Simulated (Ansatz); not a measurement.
# H₂Cl (doublet): the correlation ladder at distance Cl1–H2 along a hydrogen transfer = 1.189 Å, cc-pVDZ

How much of the correlation energy of H₂Cl (doublet) does each wave-function method recover here?

Method: cc-pVDZ, core rule «outside noble gas», up to 5 orbitals frozen; program: Ansatz 0.2.0, Gaussian basis.

The runs, in order: UHF; CCSD(T) on ROHF; CCSD(T) on UHF; BCCD(T) on ROHF; CISD; CCSDT(Q) on ROHF; CCSDT(Q) on UHF; CISDTQ; CCSDTQ on ROHF; CCSDTQ on UHF; CASSCF and MRCISD+Q, 3 electrons in 3 orbitals; CASSCF and NEVPT2, 3 electrons in 3 orbitals; CASSCF and MRCISD+Q, 9 electrons in 6 orbitals; CASSCF and NEVPT2, 9 electrons in 6 orbitals.

## 1. What is computed

The geometry derives from fragments relaxed apart (PBE0/def2-TZVP) and kept rigid, so it is no stationary point. A hydrogen atom is moved between rigid fragments.

3 atoms, charge 0, spin multiplicity 2.

Atoms are counted from 1 here; the program's logs count them from 0.

Bond lengths: Cl1–H2 1.189 Å.

## 2. UHF

in.yaml

```yaml
crystal:
  periodic: [false, false, false]
  atoms:
    - {symbol: Cl, position_ang: [0.000000, 0.000000, -1.167667]}
    - {symbol: H, position_ang: [0.000000, 0.000000, 0.021333]}
    - {symbol: H, position_ang: [0.000000, 0.000000, 1.146333]}
basis:
  gaussian: {orbitals: cc-pVDZ}
magnetization: {spin_polarized: true, initial_magnetization: 1}
hamiltonian: {xc: hf}
output: {orbitals: {seedname: orbitals}}
```

On the command line:

```console
$ ansatz run in.yaml --threads 1 --pin off --events-out ev --progress --plain --max-ram 3968MiB --backend cpu
```

The runs that follow: CCSD(T) on ROHF; CCSD(T) on UHF; BCCD(T) on ROHF; CISD; CCSDT(Q) on ROHF; CCSDT(Q) on UHF; CISDTQ; CCSDTQ on ROHF; CCSDTQ on UHF; CASSCF and MRCISD+Q, 3 electrons in 3 orbitals; CASSCF and NEVPT2, 3 electrons in 3 orbitals; CASSCF and MRCISD+Q, 9 electrons in 6 orbitals; CASSCF and NEVPT2, 9 electrons in 6 orbitals.

Before running them: what should the planned runs give, taken together? Wanted: UCCSDTQ below the RHF energy; RMP2 from UCCSDTQ; UMP2 from UCCSDTQ; RCCSD from UCCSDTQ; RCCSD(T) from UCCSDTQ; UCCSD(T) from UCCSDTQ; RCCSDT(Q) from UCCSDTQ; UCCSDT(Q) from UCCSDTQ; NEVPT2 pair from UCCSDTQ.

As calculated:

| quantity | value |
| --- | --- |
| UCCSDTQ below the RHF energy | -4.7292 eV |
| RMP2 from UCCSDTQ | +559.3 meV |
| UMP2 from UCCSDTQ | +553.9 meV |
| RCCSD from UCCSDTQ | +86.7 meV |
| RCCSD(T) from UCCSDTQ | +14.9 meV |
| UCCSD(T) from UCCSDTQ | +14.6 meV |
| RCCSDT(Q) from UCCSDTQ | +0.4 meV |
| UCCSDT(Q) from UCCSDTQ | +0.3 meV |
| NEVPT2 pair from UCCSDTQ | +561.2 meV |
| NEVPT2 valence from UCCSDTQ | +891.2 meV |
| MRCISD+Q valence from UCCSDTQ | +5.9 meV |
| levels within 1 kcal/mol (43 meV) | RCCSD(T), UCCSD(T), BCCD(T), RCCSDT, UCCSDT, CISDTQ, RCCSDT(Q), UCCSDT(Q), RCCSDTQ, MRCISD+Q valence |
| T1 diagnostic | 0.016 |
| effectively unpaired electrons | 1.00 |

In words: RCCSD(T) misses by +14.9 meV, 0.3 % of the correlation energy. One determinant dominates. Of the multireference levels listed MRCISD+Q valence comes nearest in total energy (+5.9 meV), which doesn't show that its space is the better one. These misses are within one basis, not against nature; the frozen cores of restricted and unrestricted runs differ, which can shift their rows.
